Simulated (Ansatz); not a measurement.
Reaction (SMILES): O (H2O) → 2 H atom + O atom
B3LYP-D3(BJ)/def2-TZVP geometries, fixed; electronic energies without zero-point terms.

Basis-set convergence of the atomisation energy at PBE0 with Ansatz (a quantum-chemistry and plane-wave program). Cartesian d functions, on some or all atoms, in 6-31G**; all else is spherical. The program fits the integrals of some runs and decomposes those of others, by size. Open shells are unrestricted. No added dispersion term, no relativity. Functions are those of the species that has most. Reference: the value in aug-cc-pV5Z, 227.22 kcal/mol, itself unsure by roughly 0.04 kcal/mol (its mean distance from pcseg-4, aug-pcseg-3, aug-cc-pVQZ). Deviations are taken from unrounded values.

```tsv
basis	functions	atomisation energy (kcal/mol)	minus reference (kcal/mol)
3-21G	13	196.19	-31.03
6-31G**	25	221.96	-5.26
6-311G**	30	221.16	-6.05
def2-SVPD	39	227.88	0.66
aug-cc-pVDZ	41	224.89	-2.33
aug-pcseg-1	41	225.43	-1.79
def2-TZVPP	59	225.96	-1.26
jun-cc-pV(T+d)Z	67	226.84	-0.38
def2-TZVPPD	74	227.14	-0.08
6-311++G(3df,3pd)	75	227.68	0.46
aug-cc-pVTZ	92	226.78	-0.44
pcseg-3	126	227.28	0.06
aug-cc-pVQZ	172	227.21	-0.01
```

The smallest set listed that lies within 4 kcal/mol of the reference with all its larger relatives (same family, alike in diffuse functions; a set with none counts only in the reference's own line) is def2-SVPD (39 functions, 0.66 kcal/mol off). Inside, with no larger relative to test it: 6-311++G(3df,3pd). (Relatives not listed, tested too: def2-TZVPD -1.60, aug-pcseg-2 0.13, def2-QZVP -0.46, def2-QZVPP -0.46, def2-QZVPPD -0.10, aug-pcseg-3 0.10, pcseg-4 0.00, aug-cc-pV5Z 0.00 kcal/mol.)
